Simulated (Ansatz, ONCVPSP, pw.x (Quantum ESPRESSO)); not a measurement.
ruthenium (Ru): does the ONCV potential hold in the solid?

- Element: Ru
- Generator: ONCVPSP 4.0.1.1 (patched build)
- Type: optimised norm-conserving Vanderbilt (ONCV)
- Functional: PBEsol
- Relativity: scalar-relativistic
- Frozen core: [Ar] 3d10
- Valence charge: 16
- Reference configuration: 4s2 4p6 4d7 5s1
- Partial waves: 4s+5s: rc 1.80 bohr, ncon 4, nbas 8, qcut 7.6 1/bohr, 2 projectors; 4p: rc 1.75 bohr, ncon 3, nbas 8, qcut 7.9 1/bohr, 3 projectors, debl 3.1 Ha; 4d: rc 1.56 bohr, ncon 3, nbas 7, qcut 8.3 1/bohr, 2 projectors, debl 0.7 Ha
- Local potential: polynomial inside 1.35 bohr (lpopt 5, dvloc0 0 Ha)
- Core correction: none

Atomic tests: cutoffs needed: 24 Ha and 29 Ha (the cutoffs (Ha) at which the residual kinetic energy of the hardest occupied pseudo-wave falls to 1 and 0.1 mHa per electron); ghost test: no bound ghost flagged; no localised positive-energy state flagged; largest excitation error: -219 meV (all-electron minus pseudo) for 4s1 4p6 4d7 5s1, out of 4 test configurations.

Crystal test: bcc Ru in pw.x 7.5, no spin, 15³ k-points, Fermi–Dirac smearing 0.01 Ry, cutoffs 70/280 Ry. The reference is all-electron LAPW (Ansatz 0.2.0) with the same functional, mesh and smearing; V0 and B0 come from Birch–Murnaghan fits to the pressures at five volumes. Errors are pseudo minus all-electron; Δ is the rms difference of the E(V) curves that follow from these fits, minima aligned, over ±6 % about the mean V0. Mesh and smearing are coarse, so the numbers serve the comparison and aren't converged zero-temperature values; the lattice is a test structure that the element need not adopt.

```csv
V (Å³/atom),P all-electron (GPa),P pseudo (GPa)
13.080,18.34,19.11
13.424,8.71,9.38
13.768,0.38,0.97
14.112,-6.82,-6.30
14.456,-13.03,-12.59
```

All-electron: a0 = 3.021 Å (V0 = 13.79 Å³/atom), B0 = 307.4 GPa.

Pseudopotential: mean pressure error (GPa): +0.60; a0 (Å): 3.023; a0 error (%): +0.06; B0 error (%): +0.1; Δ (meV/atom): 1.8.

Q: At the middle volume, how do free energy and pressure move when the wave cutoff is lowered (ecutrho kept at four times it)?

A:

```tsv
cutoff (Ry)	shift of F (meV/atom)	shift of P (GPa)
32	+3398.6	-148.29
42	+564.3	-36.72
56	+21.6	-2.63
```

The run at the middle volume (120 k-points, 8 iterations) took about 42 s on one core of a shared host (Neoverse-N1, 64 threads, 124 GiB, load 60).
